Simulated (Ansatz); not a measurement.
**AlH₅OSi (SMILES [AlH2][O][SiH3]): a rigid scan of the angle H7–Si3–H8**

Aim: the energy along the angle H7–Si3–H8, from CCSD(T) and from cheaper methods, relative to the minimum. No other atom is relaxed.

Method: single points in def2-TZVPP; program: Ansatz 0.2.0, Gaussian basis.

Levels: PBE-D4, r2SCAN-D4, PBE0-D4, B3LYP-D4, wB97M-V, Hartree-Fock, MP2, CCSD, CCSD(T). The scan takes 90.6, 95.1, 99.6, 104.1, 108.6, 113.1, 117.6, 122.1, 126.6°.

Cores are frozen in the correlated methods. B3LYP uses VWN-RPA correlation.

28 further runs of the same task are left out: 28 set aside as unsound or not needed.

## Step 1: The system as given

The minimum, relaxed at PBE0-D4: SMILES `[AlH2][O][SiH3]`, 8 atoms, charge 0, spin multiplicity 1.

Atoms are counted from 1 here; the program's logs count them from 0.

Bond lengths: Al1–O2 1.681 Å, Al1–H4 1.579 Å, Al1–H5 1.579 Å, O2–Si3 1.623 Å, Si3–H6 1.487 Å, Si3–H7 1.487 Å, Si3–H8 1.487 Å. Angles: O2–Al1–H4 118.0°, O2–Al1–H5 118.0°, H4–Al1–H5 124.1°, Al1–O2–Si3 178.9°, O2–Si3–H6 109.9°, O2–Si3–H7 110.3°, O2–Si3–H8 110.3°, H6–Si3–H7 108.8°, H6–Si3–H8 108.8°, H7–Si3–H8 108.6°.

Coordinates:

```xyz
8

Al   -0.9976    1.0712   -1.1536
O    -0.0933    0.0882   -0.1321
Si    0.7850   -0.8361    0.8723
H    -2.4357    0.5748   -1.5764
H    -0.3556    2.4322   -1.6325
H     1.6296   -1.7752    0.0872
H    -0.1084   -1.6242    1.7628
H     1.6682    0.0123    1.7165
```

Energies of the minimum (eV), from earlier single points: PBE-D4 -16596.16112, r2SCAN-D4 -16604.01598, PBE0-D4 -16597.75253, B3LYP-D4 -16608.25930, wB97M-V -16604.58458, CCSD(T) -16579.02482.

At the minimum the angle H7–Si3–H8 is 108.6°.

## Step 2: H7–Si3–H8 = 90.6°

File ccsdt-tzvpp/in.yaml:

```yaml
crystal:
  periodic: [false, false, false]
  atoms:
    - {symbol: Al, position_ang: [-0.997576, 1.071157, -1.153569]}
    - {symbol: O, position_ang: [-0.093269, 0.088195, -0.132139]}
    - {symbol: Si, position_ang: [0.785008, -0.836129, 0.872302]}
    - {symbol: H, position_ang: [-2.435748, 0.574765, -1.576372]}
    - {symbol: H, position_ang: [-0.355648, 2.432175, -1.632471]}
    - {symbol: H, position_ang: [1.629564, -1.775204, 0.087177]}
    - {symbol: H, position_ang: [0.130435, -1.390923, 2.087219]}
    - {symbol: H, position_ang: [1.668201, 0.012288, 1.716509]}
basis:
  gaussian: {orbitals: def2-TZVPP}
correlation: {method: ccsd_t}
```

No record of the launch command was kept for these runs.

Further steps of the session: H7–Si3–H8 = 95.1°; H7–Si3–H8 = 99.6°; H7–Si3–H8 = 104.1°; H7–Si3–H8 = 108.6°; H7–Si3–H8 = 113.1°; H7–Si3–H8 = 117.6°; H7–Si3–H8 = 122.1°; H7–Si3–H8 = 126.6°.

**Question.** What will these runs give? Wanted: highest point, CCSD(T); lowest point, CCSD(T); minimum along the scan, CCSD(T); RMS deviation from CCSD(T); largest T1 diagnostic.

**Answer**, as computed:

| quantity | value |
| --- | --- |
| highest point, CCSD(T) | 5.7 kcal/mol at 90.6° |
| lowest point, CCSD(T) | 0.0 kcal/mol at 108.6° |
| minimum along the scan, CCSD(T) | 108.5° |
| curvature there | 1.51 meV/deg² |
| RMS deviation from CCSD(T) | PBE-D4 0.3, r2SCAN-D4 0.1, PBE0-D4 0.1, B3LYP-D4 0.1, wB97M-V 0.1, Hartree-Fock 0.4, MP2 0.1, CCSD 0.0 kcal/mol |
| largest T1 diagnostic | 0.012 |

In words: A polynomial through the near points puts the CCSD(T) minimum 0.1° below the PBE0-D4 value. Curvature against CCSD(T): PBE-D4 -9 %, Hartree-Fock +12 %. CCSD follows the CCSD(T) curve best and Hartree-Fock worst.
